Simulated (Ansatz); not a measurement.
Reaction (SMILES): ClCl (Cl2) + [H][H] (H2) → 2 Cl (HCl)
B3LYP-D3(BJ)/def2-TZVP geometries, fixed; electronic energies without zero-point terms.

The energy of full hydrogenation at MP2 with Ansatz (a program for electronic structure), in kcal/mol, split into its Hartree-Fock and correlation parts. Cores are frozen. No added dispersion term, no relativity. Functions are those of the species that has most.

```
basis        X  functions  Hartree-Fock     MP2
-----------  -  ---------  ------------  ------
cc-pV(D+d)Z  2         46        -56.38  -53.31
cc-pV(T+d)Z  3         78        -51.49  -48.51
cc-pV(Q+d)Z  4        128        -51.31  -47.89
cc-pV(5+d)Z  5        200        -51.22  -47.45
```

Worked estimate of the basis-set limit from each neighbouring pair, with Hartree-Fock from the larger set and the correlation part extrapolated as X^-3.
Correlation parts: X = 2: 3.07, X = 3: 2.98, X = 4: 3.42, X = 5: 3.77.
- (2,3): (27·(2.98) - 8·(3.07))/19 = 2.94; with Hartree-Fock -51.49 the estimate is -48.55 kcal/mol.
- (3,4): (64·(3.42) - 27·(2.98))/37 = 3.74; with Hartree-Fock -51.31 the estimate is -47.57 kcal/mol.
- (4,5): (125·(3.77) - 64·(3.42))/61 = 4.14; with Hartree-Fock -51.22 the estimate is -47.08 kcal/mol.
The last two estimates differ by 0.49 kcal/mol; the largest set lies 0.37 from the last. Over the last step Hartree-Fock moves by 0.09 and the correlation part by 0.35.
